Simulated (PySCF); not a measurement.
Ligands exchanged one at a time, Si H-F. All species are isolated molecules in the gas phase. Strings in code marks are SMILES.

Calculation: PySCF with PBE-D3(BJ)/def2-TZVP // B3LYP-D3(BJ)/def2-TZVP. Delta-SCF ions had no search for a lower state. Excitations are Tamm–Dancoff values on a coarser integration grid. The basis has no diffuse functions, so Rydberg states are missing or too high.

```json
[
 {"species": "0 of 4 H replaced by F", "vertical ionisation energy (Delta-SCF) (eV)": "___", "T1 excitation (TDA) (eV)": "–", "HOMO–LUMO gap (eV)": "8.76", "HOMO (eV)": "-8.52"},
 {"species": "1 of 4 H replaced by F", "vertical ionisation energy (Delta-SCF) (eV)": "–", "T1 excitation (TDA) (eV)": "6.95", "HOMO–LUMO gap (eV)": "7.29", "HOMO (eV)": "-8.32"},
 {"species": "2 of 4 H replaced by F", "vertical ionisation energy (Delta-SCF) (eV)": "12.16", "T1 excitation (TDA) (eV)": "___", "HOMO–LUMO gap (eV)": "7.80", "HOMO (eV)": "-8.38"},
 {"species": "3 of 4 H replaced by F (`F[SiH](F)F`)", "vertical ionisation energy (Delta-SCF) (eV)": "___", "T1 excitation (TDA) (eV)": "9.20", "HOMO–LUMO gap (eV)": "9.69", "HOMO (eV)": "-9.57"},
 {"species": "4 of 4 H replaced by F (`F[Si](F)(F)F`)", "vertical ionisation energy (Delta-SCF) (eV)": "–", "T1 excitation (TDA) (eV)": "–", "HOMO–LUMO gap (eV)": "9.98", "HOMO (eV)": "___"}
]
```

Question: Some entries are withheld; supply them.

Answer: 
- 0 of 4 H replaced by F, vertical ionisation energy (Delta-SCF) (eV): 12.14
- 2 of 4 H replaced by F, T1 excitation (TDA) (eV): 7.44
- 3 of 4 H replaced by F (`F[SiH](F)F`), vertical ionisation energy (Delta-SCF) (eV): 13.47
- 4 of 4 H replaced by F (`F[Si](F)(F)F`), HOMO (eV): -10.58
